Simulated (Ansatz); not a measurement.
**BO⁺, quintet: the ladder up to full CI**

Geometry: that of the BO, quartet, kept fixed. The triplet lies 5.7 eV lower here.

```csv
atom,x (Å),y (Å),z (Å)
B,0.0000,0.0000,0.0000
O,0.0000,0.0000,1.4032
```

Basis 6-31G; Ansatz 0.2.0. Only valence electrons are correlated (noble-gas cores frozen), which leaves 8 electrons in 16 orbitals. R marks a restricted (for open shells ROHF) determinant, U an unrestricted one. Active spaces: valence = (8e, 8o) chosen from the atoms' valence shells.

Full CI is exact within this basis and frozen core; it isn't the basis-set limit. The frozen core follows each run's orbitals, which can shift R against U totals by a few meV.

For open shells CISD and CISDTQ are restricted-active-space CI with the open shells as a complete middle space.

```
UHF ⟨S²⟩                          : 6.006
T1 diagnostic (RCCSD)             : 0.0147
largest doubles amplitude (RCCSD) : 0.035
T1 diagnostic (UCCSD)             : 0.0095
```

```csv
level,E − E(full CI) (kJ/mol),share of correlation (%),wall time
RHF,195.3,0.00,–
UHF,185.9,4.85,–
RMP2,37.7,80.71,–
UMP2,35.6,81.77,–
CISD,5.5,97.18,0.6 s
RCCSD,3.1,98.40,–
UCCSD,2.9,98.50,–
RCCSD(T),0.7,99.66,0.42 s
UCCSD(T),0.5,99.73,0.42 s
BCCD(T),0.7,99.64,0.42 s
RCCSDT,0.0,100.00,–
UCCSDT,-0.1,100.07,–
CISDTQ,0.1,99.95,4 s
RCCSDT(Q),0.0,100.01,1.9 s
UCCSDT(Q),-0.2,100.08,1.8 s
RCCSDTQ,0.0,100.01,13 s
UCCSDTQ,-0.1,100.08,13 s
CASSCF (valence space),116.8,40.20,–
NEVPT2 (valence space),26.2,86.57,0.48 s
MRCISD (valence space),3.0,98.46,–
MRCISD+Q (valence space),1.1,99.42,1.1 s
```

The correlation energy at full CI, counted from RHF, is -2.024 eV. That run took 3.9 s on 1 thread of Arm Neoverse V1, shared host over 240,128 determinants.

Times hold each run's SCF and search for its determinant on a shared host, so for small cases they say little of a method's own cost; they ran on 1 thread of Arm Neoverse V1. Some runs computed forces too.

The full-CI state has the irrep B1 of C2v, in the program's axes (one component, if the state is degenerate).

Natural occupations of full CI about the gap: 1.987 1.973 1.000 0.997 0.996 0.994 0.021 0.010 0.009 0.005; effectively unpaired electrons, Σ n²(2−n)², 4.01.
